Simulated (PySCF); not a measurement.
Ligands exchanged one at a time, Al Cl-OH. All species are isolated molecules in the gas phase. One relaxed conformer stands for each flexible species; it need not be the lowest. Strings in code marks are SMILES.

The T1 excitation (TDA) from two functionals at the same geometries (B3LYP-D3(BJ)/def2-TZVP), both in PySCF: PBE-D3(BJ)/def2-TZVP and B3LYP-D3(BJ)/def2-TZVP. B3LYP has the VWN-RPA correlation part, as in Gaussian. Excitations are Tamm–Dancoff values on a coarser integration grid. The basis has no diffuse functions, so Rydberg states are missing or too high.

| species | B3LYP-D3(BJ)/def2-TZVP (eV) |
|---|---|
| 0 of 3 Cl replaced by OH (`[Cl][Al]([Cl])[Cl]`) | 6.13 |
| 1 of 3 Cl replaced by OH (`[OH][Al]([Cl])[Cl]` (H–O–Al–Cl torsion 180°)) | 6.35 |
| 2 of 3 Cl replaced by OH (`[Al]([OH])([Cl])[OH]` (H–O–Al–Cl torsion 0°, Cl–Al–O–H torsion 180°)) | 6.46 |
| 3 of 3 Cl replaced by OH (`[OH][Al]([OH])[OH]`) | 6.41 |

### Question
What does PBE-D3(BJ)/def2-TZVP give for each?

### Answer

- 0 of 3 Cl replaced by OH (`[Cl][Al]([Cl])[Cl]`): 5.66
- 1 of 3 Cl replaced by OH (`[OH][Al]([Cl])[Cl]` (H–O–Al–Cl torsion 180°)): 5.85
- 2 of 3 Cl replaced by OH (`[Al]([OH])([Cl])[OH]` (H–O–Al–Cl torsion 0°, Cl–Al–O–H torsion 180°)): 5.87
- 3 of 3 Cl replaced by OH (`[OH][Al]([OH])[OH]`): 5.80
Over these rows, drawn at random from the members with no instability flagged (it was tested for open shells, ions and some series alone), PBE minus B3LYP-D3(BJ): mean -0.54 eV, from -0.61 eV to -0.47 eV.
